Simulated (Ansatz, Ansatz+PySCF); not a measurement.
Two shapes of doublet C₂H₂F.

Shape 1:

```xyz
5

F     1.1824    0.1289    0.0001
C    -0.0074   -0.4294   -0.0002
C    -1.2001    0.1194    0.0000
H    -2.0842   -0.5016    0.0006
H    -1.3119    1.2016   -0.0001
```

Shape 2:

```xyz
5

F     0.0000   -0.0859   -1.8652
C     0.0000    0.5133   -0.6955
C     0.0000    0.0063    0.5155
H     0.0000    0.6575    1.3776
H     0.0000   -1.0912    0.6676
```

Basis set: cc-pVTZ (spherical functions). Frozen core: 3 orbitals. Correlation on ROHF uses semicanonical orbitals with singles. Charge 0, multiplicity 2.

Computed with Ansatz (development build ahead of 0.2.0) and PySCF 2.14.0; each method stands on the lowest determinant of its kind that the runs found.

Task: Which shape is lower in energy, and by how much in each method?

Result:

```json
{"method": "ROHF", "E(2) − E(1) (eV)": "0.017"}
{"method": "UHF", "E(2) − E(1) (eV)": "0.016"}
{"method": "ROHF-MP2", "E(2) − E(1) (eV)": "0.011"}
{"method": "UHF-MP2", "E(2) − E(1) (eV)": "0.012"}
{"method": "ROHF-CCSD(T)", "E(2) − E(1) (eV)": "0.008"}
```

Shape 1 is lower. Caution for UHF, UHF-MP2: the unrestricted determinant is spin contaminated. Caution for ROHF-MP2, UHF-MP2: forces differ strongly between restricted and unrestricted references.
